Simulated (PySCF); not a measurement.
A geometry optimisation on `[Mn][Br]` [septet].

Method: PBE0-D3(BJ)/def2-SVP geometry optimisation, gas phase (PySCF 2.14.0). Start geometry: GFN2-xTB. A driver script takes a list of jobs; this job's settings line and coordinates (Å) are shown.

Input:
```
{"job": {"xc": "PBE0", "basis": "def2-SVP", "d3": "d3bj", "grid": 1, "maxiter": 30, "shake": 0.01, "kind": "geom"}, "charge": 0, "multiplicity": 7}
Mn     1.099370    -0.028320     0.001180
Br    -1.081880    -0.000500    -0.013310
```

Output:
```
step   0  E = -3724.21509829  max force = 0.061697
step   1  E = -3724.22575185  max force = 0.000648
step   2  E = -3724.22575327  max force = 0.000316
optimisation converged
```

Energies in Eh; «max force» is the largest Cartesian gradient component in Eh/bohr.

Task: Give the first gradient maximum in eV/Å.

Result: With 1 Eh/bohr = 51.422 eV/Å, 3.173 eV/Å.

Task: How much energy does the optimisation release, in kJ/mol?

Result: E(step 0) − E(last step) = 0.010655 Eh, which is 28.0 kJ/mol.

Main results: final energy -3724.22575 Eh after 2 steps; dipole 3.54 D.

Task: Give the final coordinates.

Result: 0.105 Å rms from the input after alignment:
```
atom  x, y, z in Å
Mn1    1.2043   -0.0371    0.0046
Br2   -1.1869    0.0084   -0.0167
```

Task: How long does this job take on one thread, Intel Xeon Platinum 8259CL at 2.50 GHz (x86_64), shared host with 96 logical CPUs at a one-minute load of 58? And the peak memory of the process?

Result: About 11 s, with 0.30 GiB resident at the peak, the Python interpreter and its libraries included.
Labels such as C1 count atoms from 1, the log's own numbers from 0.
